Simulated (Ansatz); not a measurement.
**C2H5F2N: up Jacob's ladder to CCSD(T)**

The task here is to estimate one member of a computed series from the others.

Computed with Ansatz 0.2.0, Gaussian basis. Level: functionals in def2-TZVPP, the program's frozen cores in correlated methods.

Levels to be run: PBE-D4, r2SCAN-D4, PBE0-D4, B3LYP-D4, ωB97X-V, ωB97M-V, B2PLYP; CCSD(T)/def2-TZVPP; MP2/def2-QZVPP; extrapolation to the limit.

**The relaxed structure**

The geometry comes from an earlier relaxation with PBE0-D4 in a triple-zeta def2 set; it is a stationary point, not always the lowest conformer.

SMILES `FCNCF`, 10 atoms, charge 0, spin multiplicity 1.

Atoms are counted from 1 here; the program's logs count them from 0.

Bond lengths: F1–C2 1.393 Å, C2–N3 1.405 Å, C2–H6 1.092 Å, C2–H7 1.093 Å, N3–C4 1.405 Å, N3–H8 1.009 Å, C4–F5 1.393 Å, C4–H9 1.093 Å, C4–H10 1.092 Å. Angles: F1–C2–N3 113.9°, F1–C2–H6 106.3°, F1–C2–H7 106.8°, N3–C2–H6 110.0°, N3–C2–H7 109.4°, H6–C2–H7 110.4°, C2–N3–C4 119.9°, C2–N3–H8 114.5°, C4–N3–H8 114.5°, N3–C4–F5 113.9°, N3–C4–H9 109.4°, N3–C4–H10 110.0°, F5–C4–H9 106.8°, F5–C4–H10 106.3°, H9–C4–H10 110.4°.

Set-up of the first run:

File in.yaml:

```yaml
crystal:
  periodic: [false, false, false]
  atoms:
    - {symbol: F, position_ang: [-1.883845, 0.536531, 0.392210]}
    - {symbol: C, position_ang: [-0.729019, 0.020050, 0.976383]}
    - {symbol: N, position_ang: [0.129757, -0.621631, 0.068266]}
    - {symbol: C, position_ang: [0.894702, 0.140722, -0.830402]}
    - {symbol: F, position_ang: [0.155617, 0.688127, -1.877176]}
    - {symbol: H, position_ang: [-1.060848, -0.687518, 1.739097]}
    - {symbol: H, position_ang: [-0.205775, 0.861257, 1.438712]}
    - {symbol: H, position_ang: [-0.234029, -1.480865, -0.316048]}
    - {symbol: H, position_ang: [1.354405, 0.977192, -0.297342]}
    - {symbol: H, position_ang: [1.662032, -0.485165, -1.290799]}
basis:
  gaussian: {orbitals: def2-TZVPP}
hamiltonian: {xc: pbe, dispersion: d4}
output: {forces: true, orbitals: {seedname: orbitals}}
```

Launch:

```bash
> ansatz run in.yaml --threads 4 --pin off --events-out ev --progress --plain --max-ram 10444MiB
```

Steps of the session up to this table: PBE-D4 (GGA); r2SCAN-D4 (meta-GGA); PBE0-D4 (hybrid); B3LYP-D4 (hybrid); ωB97X-V (range-separated); ωB97M-V (range-separated); B2PLYP (double hybrid); CCSD(T) in def2-TZVPP; MP2 in def2-QZVPP.

One of the session's tables, all rows but one given; the rest of the session is left out.

| method | atomisation energy (kJ/mol) |
| --- | --- |
| PBE-D4 | ? |
| r2SCAN-D4 | 3767.8 |
| PBE0-D4 | 3785.6 |
| B3LYP-D4 | 3774.0 |
| ωB97X-V | 3783.6 |
| ωB97M-V | 3783.1 |
| B2PLYP | 3733.4 |
| HF/def2-TZVPP | 2622.0 |
| MP2/def2-TZVPP | 3741.7 |
| CCSD/def2-TZVPP | 3596.6 |
| CCSD(T)/def2-TZVPP | 3658.5 |
| MP2/CBS | 3846.7 |
| CCSD(T)/CBS | 3763.5 |

Estimate the missing values for PBE-D4.

The run gave: atomisation energy (kJ/mol): 3893.4. In the column «atomisation energy (kJ/mol)» it is the highest.
